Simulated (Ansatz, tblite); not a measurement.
Cost and result up the ladder for B₃ (3 atoms). Total charge 0; doublet. Geometry: PBE-D4/def2-TZVP.

```csv
atom,x (Å),y (Å),z (Å)
B1,0.8812,-0.1098,-0.1328
B2,-0.2976,0.3544,0.7699
B3,-0.5837,-0.2446,-0.6370
```

Ansatz on 4 threads of Arm Neoverse V1 on a shared host; xTB runs through tblite on one thread. Times are rough, summed over both states, and most runs start from the orbitals of an earlier one. ωB97M-V/def2-TZVP serves as the yardstick here, not as an exact answer. The other state is a quartet at its own geometry.

The xTB rows come from tblite. Correlated methods freeze 3 core orbitals. The structure comes from a short search, and lower isomers may exist.

Run but left out: HF/STO-3G, HF/def2-TZVP, HF/def2-TZVPP, B2PLYP/def2-TZVP, MP2/def2-TZVP, MP2/def2-TZVPP, CCSD/def2-TZVPP, CCSD(T)/def2-TZVPP (doublet: ⟨S²⟩ 0.99 to 1.54, where a pure state has 0.75).

Correlated methods converge slowly with the basis.

xTB has no spin-polarisation term.

| level | functions | wall time |
| --- | --- | --- |
| GFN1-xTB | 12 | 0.002 s |
| GFN2-xTB | 12 | 0.002 s |
| revPBE-D4/def2-TZVP | 93 | 1.1 s |
| PBE-D4/def2-TZVP (with forces) | 93 | 1.2 s |
| RPA@PBE/def2-TZVP | 93 | 1.4 s |
| BHLYP-D4/def2-TZVP | 93 | 1.5 s |
| PBE0-D4/def2-TZVP | 93 | 2.4 s |
| r2SCAN-D4/def2-TZVP | 93 | 2.7 s |
| r2SCAN0-D4/def2-TZVP | 93 | 3.6 s |
| ωB97M-V/def2-TZVP | 93 | 5.7 s |

Q: Estimate what each level gives for the quartet − doublet (eV).

A: 
```tsv
level	quartet − doublet (eV)	difference from ωB97M-V/def2-TZVP (eV)	remarks
GFN1-xTB	2.02	0.64	–
GFN2-xTB	2.72	1.34	–
revPBE-D4/def2-TZVP	1.48	0.10	–
PBE-D4/def2-TZVP (with forces)	1.56	0.18	–
RPA@PBE/def2-TZVP	1.44	0.06	–
BHLYP-D4/def2-TZVP	1.06	-0.32	spin-contaminated (⟨S²⟩ 0.93) (doublet)
PBE0-D4/def2-TZVP	1.29	-0.09	spin-contaminated (⟨S²⟩ 0.86) (doublet)
r2SCAN-D4/def2-TZVP	1.34	-0.04	spin-contaminated (⟨S²⟩ 0.88) (doublet)
r2SCAN0-D4/def2-TZVP	1.16	-0.22	spin-contaminated (⟨S²⟩ 0.95) (doublet)
ωB97M-V/def2-TZVP	1.38	0.00	–
```
